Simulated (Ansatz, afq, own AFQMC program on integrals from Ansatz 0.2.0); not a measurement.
Integrals from Ansatz 0.2.0, then the random walk in our own AFQMC program (afq).

```yaml
crystal:
  periodic: [false, false, false]
  atoms:
    - {symbol: F, position_ang: [0.000000, 0.000000, 0.000000]}
basis:
  gaussian: {orbitals: aug-cc-pVDZ}
total_charge: -1
magnetization: {spin_polarized: true, initial_magnetization: 2}
correlation: {method: ccsd_t, electrons: outside_noble_gas, hamiltonian_folder: ham}
```

```sh
$ ansatz run in.yaml --threads 1 --pin off --events-out ev --progress --plain --max-ram 24576MiB --backend cuda --devices 0, --max-vram 18GiB
```

afq runs on the folder ham with

```
--method phaseless --trial hf --walkers 4000 --populations 20 --least-time 40 --time-step 0.005 --steps-per-block 20 --equilibration-blocks 112 --max-blocks 4000 --target-error 0.0008500 --factor-cut 1e-05 --start spin_pure --seed 8882 --taylor-order 6
```

Times are imaginary, in 1/Eh. The walk had a cap of 49 s. With eight or more populations the least sampling time is a fifth of least-time, and the error comes from their spread.

Output of the walk:

```
orbitals 22  electrons 5 3  factors 120 of 122
reference energy -99.15580959 Eh
CCSD correlation -0.18083368 Eh in 9 cycles, weight of the determinant in the CISD state 0.9558
energy of the start -99.155865 Eh
 block  time / (1/Eh)  mean weight  energy / Eh
     1     0.100  1.0013  -99.228075
     2     0.200  1.0018  -99.267033
     3     0.300  1.0019  -99.291759
     4     0.400  1.0012  -99.307825
     5     0.500  1.0016  -99.312129
     8     0.800  1.0004  -99.329891
    13     1.300  0.9997  -99.340913
    25     2.500  0.9999  -99.343147
    37     3.700  1.0000  -99.344045
    49     4.900  0.9996  -99.344131
    61     6.100  0.9998  -99.346484
    73     7.300  1.0000  -99.341033
    85     8.500  1.0000  -99.338410
    97     9.700  0.9998  -99.335532
   109    10.900  1.0003  -99.333979
   121    12.100  1.0001  -99.331381
   133    13.300  1.0002  -99.335519
   145    14.500  0.9996  -99.339861
   157    15.700  0.9997  -99.338491
   169    16.900  0.9994  -99.336219
   181    18.100  0.9999  -99.340250
   189    18.900  0.9998  -99.334936
error from the spread of 20 populations
energy -99.337410 +/- 0.000790 Eh
(rows thinned)
```

The run passed its tests (sampling time, drift between the halves within three errors, error under three times the target), which doesn't prove that it has relaxed.

Against this walk (error 21.5 meV) on the same determinant: CCSD(T) 66.8 meV lower, CCSDT(Q) 77.5 meV lower, CCSDTQ 77.4 meV lower, full CI (a separate run on its own orbitals, whose frozen core shifts it by up to a few meV) 76.6 meV lower, a separate phaseless walk with a CISD trial and standard settings 71.5 ± 21.6 meV lower. The error is statistical and leaves out the bias of the constraint. Full CI is exact here, so the walk's 77 meV above it is the walk's own error: the bias of the constraint with this trial.

Cautions: constraint bias not in the error; another spin lies lower (by 8.96 eV); at this level and basis the anion state lies above a neutral one; the search met a lower determinant of the same kind, perhaps of another symmetry (109 meV lower), and this one is a saddle point; a state of other symmetry lies lower (by 220 meV); full CI with its own frozen core.

The walk took 14 s on 1 × NVIDIA H100 80GB HBM3 with 2 threads of AMD EPYC 7R13 Processor (Zen 3), with other jobs on the host (the card was shared). The log's last line is the phaseless energy.

CCSDT and higher add their correlation energy to the determinant of the CCSD(T) run, since their own runs factorise the integrals more tightly (a shift of under 2 meV). A walk keeps the symmetry of its determinant, which the program's search chose and which needn't be the lowest solution, so a lower state of the same spin and another symmetry isn't excluded.
